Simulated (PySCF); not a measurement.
Gas-phase reaction: 2 Al₂O + O₂ = 4 AlO

Energies from PySCF, thermal terms from the rigid-rotor harmonic-oscillator model, ideal gas at 1 bar. The comparison is the NASA 1993 polynomial table, which mixes measured and estimated data. After a fit of one offset per element over all species, the range-separated, M06-2X, PBE0/def2-QZVP and CCSD(T)/def2-TZVPP enthalpies, where run, lie to one side of the table for Al₂O (-34 kJ/mol): a fault of the table's entry, another state or a shared error of the levels is possible; this was not checked at source. S°(298 K) at PBE0/def2-TZVP differs from the NASA 1993 table for Al₂O (+6 J/mol/K); whether the harmonic model or the table's entry is off was not settled. † marks an energy on the PBE0/def2-TZVP geometry and frequencies; other levels use their own. 6-31G* has spherical d functions here. Open shells (unrestricted): O₂ (multiplicity 3), AlO (multiplicity 2); the rest are closed-shell singlets. B3LYP is the form with VWN-RPA correlation. The harmonic model lacks anharmonicity and excited electronic states, which grow with temperature; levels with a mode under 35 cm⁻¹ are left out. Soft modes under 120 cm⁻¹ make the harmonic entropy rough for Al₂O. The table's entry may be an old estimate for Al₂O, AlO (not checked at source).

```json
[
 {"level": "table", "ΔH°(298 K), kJ": "558.1", "minus table": "-", "ΔG°(600 K), kJ": "461.1"},
 {"level": "B3LYP/6-31G*", "ΔH°(298 K), kJ": "610.9", "minus table": "52.8", "ΔG°(600 K), kJ": "523.4"},
 {"level": "M06-2X/def2-TZVP†", "ΔH°(298 K), kJ": "661.3", "minus table": "103.2", "ΔG°(600 K), kJ": "571.5"},
 {"level": "PBE/def2-TZVP†", "ΔH°(298 K), kJ": "515.2", "minus table": "-42.9", "ΔG°(600 K), kJ": "425.4"},
 {"level": "PBE0/def2-QZVP†", "ΔH°(298 K), kJ": "598.1", "minus table": "40.0", "ΔG°(600 K), kJ": "508.4"},
 {"level": "PBE0/def2-SVP†", "ΔH°(298 K), kJ": "675.6", "minus table": "117.5", "ΔG°(600 K), kJ": "585.8"},
 {"level": "PBE0/def2-TZVP", "ΔH°(298 K), kJ": "609.3", "minus table": "51.2", "ΔG°(600 K), kJ": "519.5"},
 {"level": "r2SCAN/def2-TZVP†", "ΔH°(298 K), kJ": "527.8", "minus table": "-30.3", "ΔG°(600 K), kJ": "438.0"},
 {"level": "LDA/def2-TZVP†", "ΔH°(298 K), kJ": "572.5", "minus table": "14.4", "ΔG°(600 K), kJ": "482.7"},
 {"level": "ωB97M-V/def2-TZVP†", "ΔH°(298 K), kJ": "659.7", "minus table": "101.6", "ΔG°(600 K), kJ": "569.9"}
]
```
